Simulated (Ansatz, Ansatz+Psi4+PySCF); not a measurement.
```
atom    x (Å)    y (Å)    z (Å)
   C   0.0000   0.0000   0.0000
   C   0.0000   0.0000   1.3112
   C   0.0000   0.0000  -1.3112
   H   0.0000   0.9268   1.8766
   H   0.0000  -0.9268   1.8766
   H   0.9268   0.0000  -1.8766
   H  -0.9268   0.0000  -1.8766
```

Basis set: cc-pVTZ (spherical functions). Correlated methods keep 3 orbitals frozen. Charge 0, multiplicity 1.

Computed with Ansatz (development build ahead of 0.2.0); each method stands on the lowest determinant of its kind that the runs found. Restricted open shells among the atoms or ions are ROHF, correlated in semicanonical orbitals with singles.

The atomization energy at this shape (free ground-state atoms in the same class of orbitals less the molecule, no zero-point energy) of singlet C₃H₄:

```
method  atomization energy
   RHF     530.57 kcal/mol
```

(1) What does RHF-MP2 give?

## Answers

(1) 695.39 kcal/mol.
